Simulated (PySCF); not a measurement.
# MgF+: from the state search to spectroscopic constants

One job finds the state of MgF+, follows it along the bond with each method and fits the curves.

Method: Mg pcseg-2, F pcseg-2, no relativity; program: PySCF 2.14.0.

### 1 The job

The job is set up so:

```json
{"atoms": "Mg, F", "charge": "1", "basis": "Mg pcseg-2, F pcseg-2", "Hamiltonian": "no relativity", "basis functions": "49", "electrons treated": "20", "masses in u": "23.9850, 18.9984", "levels": "PBE0, PBE, r²SCAN, revPBE, r²SCANh, BLYP, HF, MP2, SCS-MP2, CCSD, CCSD(T)", "grid": "80 radial by 434 angular points", "occupations": "held fixed by the projection of orbital angular momentum", "dissociation limit": "Mg+ + F, each in its ground configuration", "starting distance in angstrom": "2.070", "values of 2S to try": "0, 2"}
```

The run is started by

```console
OMP_NUM_THREADS=1 python dia.py task.json out
```

After this run come: First curve: PBE0; Higher solutions at PBE0; PBE; r²SCAN (meta-GGA); revPBE; r²SCANh (hybrid meta-GGA); BLYP (GGA); RHF (mean field); Correlated methods on the Hartree–Fock reference.

Q: Predict the outcome of this session. Wanted: for each run, Re; ωe; De; μ.

**Answer**, as computed:

Lowest PBE0 solution found, without spin–orbit coupling: ¹Σ⁺ (singlet), closed shell. The other levels ran on it alone.

| level | Re (Å) | ωe (cm⁻¹) | De (eV) | μ (D) |
| --- | --- | --- | --- | --- |
| RHF | 1.684 | 870 | 2.31 | -9.83 |
| RHF-MP2 | 1.714 | 814 | 4.44 | n/a |
| RHF-SCS-MP2 | 1.712 | 817 | 4.28 | n/a |
| RHF-CCSD | 1.705 | 828 | 4.04 | n/a |
| RHF-CCSD(T) | 1.709 | 819 | 4.15 | n/a |
| PBE | 1.725 | 778 | 4.27 | -8.90 |
| revPBE | 1.733 | 766 | 4.10 | -8.94 |
| BLYP | 1.731 | 770 | 4.17 | -8.86 |
| r²SCAN | 1.707 | 819 | 4.17 | -9.30 |
| r²SCANh | 1.702 | 828 | 4.06 | -9.37 |
| PBE0 | 1.704 | 819 | 3.97 | -9.27 |

De is counted to Mg+ + F in their ground configurations. A positive dipole points from Mg to F; in an ion it is taken about the centre of mass and does not tell which atom is negative.

Differences from CCSD(T) in the same basis:

| level | Re (mÅ) | ωe (%) |
| --- | --- | --- |
| RHF | -26 | +6.2 |
| RHF-MP2 | +4 | -0.5 |
| RHF-SCS-MP2 | +3 | -0.3 |
| RHF-CCSD | -4 | +1.2 |
| PBE | +16 | -5.0 |
| revPBE | +24 | -6.4 |
| BLYP | +22 | -6.0 |
| r²SCAN | -3 | 0.0 |
| r²SCANh | -8 | +1.2 |
| PBE0 | -5 | 0.0 |

Against CCSD(T) in the same basis, the bond length is nearest at RHF-SCS-MP2 and r²SCAN (3 mÅ off) and farthest at RHF (-26 mÅ); the wavenumber is nearest at r²SCAN and PBE0 (0.0 %) and farthest at revPBE (-6.4 %). Hartree–Fock makes the bond too short and too stiff against this reference, as it mostly does. PBE has the long and soft bond that GGAs tend to give. Among the levels with a De in the table, it runs from 2.31 eV (RHF) to 4.44 eV (RHF-MP2).

Correlated steps freeze 2 core orbitals.
